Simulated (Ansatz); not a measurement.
Ideal-gas functions of C2H5O−, SMILES `CC[O-]` at 400 K and 1 bar, from an Ansatz frequency run at PBE0-D4/def2-TZVPD.

Molar mass 45.06 g/mol, point group Cs (symmetry number 1), electronic degeneracy 1, moments of inertia 13.019, 51.831, 58.516 u Å². Harmonic wavenumbers (cm⁻¹, unscaled): 280, 426, 767, 834, 1038, 1157, 1229, 1256, 1316, 1363, 1438, 1450, 1477, 2497, 2579, 2956, 3042, 3068.

Use S(trans) = R[1.5 ln M + 2.5 ln T − 1.1517]; rotational temperatures θ = 24.2544 K / I; S(rot) = R[ln(√π/σ · √(T³/θAθBθC)) + 1.5]; for each mode x = 1.438777 ν̃/T, S = R[x/(eˣ − 1) − ln(1 − e⁻ˣ)] and H = RT x/(eˣ − 1); 1 cm⁻¹ = 0.0119627 kJ/mol; R = 8.31446 J/(mol·K).

Q: By hand: the entropy, in J/(mol·K).

A: Translation 162.5. Rotation: θ = 1.863, 0.468, 0.4145 K, giving 96.2. Vibration, mode by mode: 8.60, 5.53, 2.10, 1.73, 0.96, 0.68, 0.55, 0.51, 0.42, 0.37, 0.29, 0.28, 0.26, 0.01, 0.01, 0.00, 0.00, 0.00, in all 22.3. Electronic 0.0. Sum 281.0 J/(mol·K).

Q: By hand: H − E and G − E in kJ/mol, counted from the electronic energy.

A: Zero-point energy ½ × 28173 × 0.0119627 = 168.5; thermal vibration 5.9; translation, rotation and pV give 4 RT = 13.3. H − E = 187.7 kJ/mol, and G − E = 187.7 − 400 × 281.0/1000 = 75.3 kJ/mol.

Vibration gives 8 % of the entropy.
